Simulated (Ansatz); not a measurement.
# H₂O₂ (triplet): the correlation ladder at distance O1–H3 along a hydrogen transfer = 1.041 Å, cc-pVTZ

The task here is to estimate one member of a computed series from the others.

The runs use Ansatz 0.2.0, Gaussian basis; cc-pVTZ, core rule «outside noble gas», up to 2 orbitals frozen.

To be run: UHF; CCSD(T) on ROHF; CCSD(T) on UHF; BCCD(T) on ROHF; CCSDT(Q) on ROHF; CCSDT(Q) on UHF; CASSCF and NEVPT2, 4 electrons in 4 orbitals; CASSCF and NEVPT2, 14 electrons in 10 orbitals.

### The system

The geometry derives from fragments relaxed apart (PBE0/def2-TZVP) and kept rigid, so it is no stationary point. A hydrogen atom is moved between rigid fragments.

4 atoms, charge 0, spin multiplicity 3.

Atoms are counted from 1 here; the program's logs count them from 0.

Bond lengths: O1–H2 0.960 Å, O1–H3 1.041 Å. Angles: H2–O1–H3 105.1°.

The first run:

in.yaml

```yaml
crystal:
  periodic: [false, false, false]
  atoms:
    - {symbol: O, position_ang: [-1.209256, -0.027457, 0.000000]}
    - {symbol: H, position_ang: [-1.458566, 0.899119, 0.000000]}
    - {symbol: H, position_ang: [-0.168256, -0.027457, 0.000000]}
    - {symbol: O, position_ang: [1.311744, -0.027457, 0.000000]}
basis:
  gaussian: {orbitals: cc-pVTZ}
magnetization: {spin_polarized: true, initial_magnetization: 2}
hamiltonian: {xc: hf}
output: {orbitals: {seedname: orbitals}}
```

On the command line:

```sh
$ ansatz run in.yaml --threads 1 --pin off --events-out ev --progress --plain --max-ram 4096MiB --backend cpu
```

Steps of the session up to this table: UHF; CCSD(T) on ROHF; CCSD(T) on UHF; BCCD(T) on ROHF; CCSDT(Q) on ROHF; CCSDT(Q) on UHF; CASSCF and NEVPT2, 4 electrons in 4 orbitals; CASSCF and NEVPT2, 14 electrons in 10 orbitals.

One table of the session follows, with a row left open; its other results are not shown here.

```
        method  from UCCSDT(Q) (kJ/mol)
          ROHF                  +1191.5
           UHF                  +1174.3
          RMP2                    +89.7
          UMP2                    +90.0
         RCCSD                    +35.0
         UCCSD                    +34.6
      RCCSD(T)                     +3.5
      UCCSD(T)                     +3.4
       BCCD(T)                     +3.2
        RCCSDT                     +1.8
        UCCSDT                        ?
     RCCSDT(Q)                     +0.5
     UCCSDT(Q)                        0
   CASSCF pair                  +1136.1
   NEVPT2 pair                    +92.6
CASSCF valence                  +1047.3
NEVPT2 valence                   +165.2
```

Q: Estimate the row for UCCSDT from the others.

As computed: from UCCSDT(Q) (kJ/mol): +1.6. In the column «from UCCSDT(Q) (kJ/mol)» it lies between RCCSDT(Q) (+0.5) and RCCSDT (+1.8).

Among the levels timed on like hardware and quicker than the yardstick, those that no quicker one beats, quickest first: NEVPT2 pair (7 s, +92.6 kJ/mol); BCCD(T) (16 s, +3.2 kJ/mol); RCCSDT(Q) (45 s, +0.5 kJ/mol).

Limits of these values: Of the multireference levels listed NEVPT2 pair comes nearest in total energy (+92.6 kJ/mol), which doesn't show that its space is the better one. Restricted and unrestricted rows rest on different reference determinants; where their highest levels disagree by more than a few hundredths of an eV, they describe different states and don't form one ladder.
